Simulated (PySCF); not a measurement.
Species: CH3OSi (doublet state).
Z-matrix (Å and degrees, GFN2-xTB geometry), rows numbered from 1:
```
O 
C   1  1.2297
Si  2  1.8460  1  123.93
H   2  1.1095  1  119.30  3  -179.96
H   3  1.4517  2  119.09  1  -179.69
H   3  1.4479  2  122.36  1     0.09
```

The hyperfine couplings belong to this conformer and change with its torsions.

As a line formula: `O=C[SiH2]` [radical].

Computed with PySCF, UKS B3LYP, pcH-1 on C H O Si, non-relativistic, mean-field spin-orbit, GIAO. Isolated species at its GFN2-xTB geometry, gas phase. The geometry wasn't refined by DFT: couplings that depend on bond lengths, twists or pyramidal angles can differ widely from those at the functional's own minimum, by a factor of two or more for some ions and for spin on atoms past the first row.

Principal values of hyperfine tensors in MHz (contact, dipolar and spin–orbit terms together), for some of the nuclei:

```csv
atom,isotope,A1,A2,A3
Si3,29Si,-303.54,-44.31,-43.96
H6,1H,-52.26,-38.44,-34.35
C2,13C,-35.96,-29.92,-24.17
O1,17O,-87.82,18.74,21.48
H4,1H,-10.49,-10.48,-4.07
```

**Question.** Split each tensor into its isotropic and traceless parts, and turn a_iso into mT with g = 2.0043.

**Answer.** a_iso = (A1 + A2 + A3)/3, Ti = Ai − a_iso; 1 mT corresponds to 28.053 MHz. The tensors hold a spin–orbit part: the run splits a_iso into a_FC + a_SO, and T includes its anisotropic share.

```tsv
atom	a_iso (MHz)	a_FC	a_SO	a_iso (mT)	T1	T2	T3
Si3	-130.60	-131.73	1.13	-4.656	-172.94	86.30	86.65
H6	-41.68	-41.69	0.01	-1.486	-10.58	3.24	7.33
C2	-30.02	-29.99	-0.02	-1.070	-5.94	0.10	5.84
O1	-15.87	-15.71	-0.15	-0.566	-71.96	34.61	37.35
H4	-8.34	-8.35	0.00	-0.297	-2.14	-2.13	4.28
```

**Question.** What spin density at the nucleus of C2 lies behind its contact coupling (g_N = 1.40482)?

**Answer.** a_FC = (2μ0/3) gₑ μB g_N μN ρ(0)/(2S·h) = 800.24 MHz × g_N × ρ(0)/(2S), with ρ in bohr⁻³. With a_FC = -29.99 MHz and 2S = 1, ρ(0) = -0.02668 bohr⁻³.

**Question.** H5 (1H, g_N = 5.58569) isn't in the table. Its spin density at the nucleus is -0.009232 bohr⁻³. What is its contact coupling?

**Answer.** By the same relation, a_FC = -41.3 MHz. Its full tensor has the principal values -52.43, -37.83, -33.49 MHz.

**Question.** Name the largest traceless tensor T of the table and describe it.

**Answer.** Si3: -172.9, 86.3, 86.6 MHz (the dipolar term alone has -171.9, 85.7, 86.2), axial, in the ratio +1:+1:−2, the form that spin in one p orbital centred on that nucleus gives (the nuclear moment is negative).

**Question.** What first-order splitting does Si3 cause when the field lies along A1, A2 or A3 of its tensor (g taken as isotropic, no quadrupole term)?

**Answer.** 2 lines (I = 1/2), spaced by |A_i|/(g × 13.996): 10.82, 1.58, 1.57 mT along the axes of A1, A2 and A3.
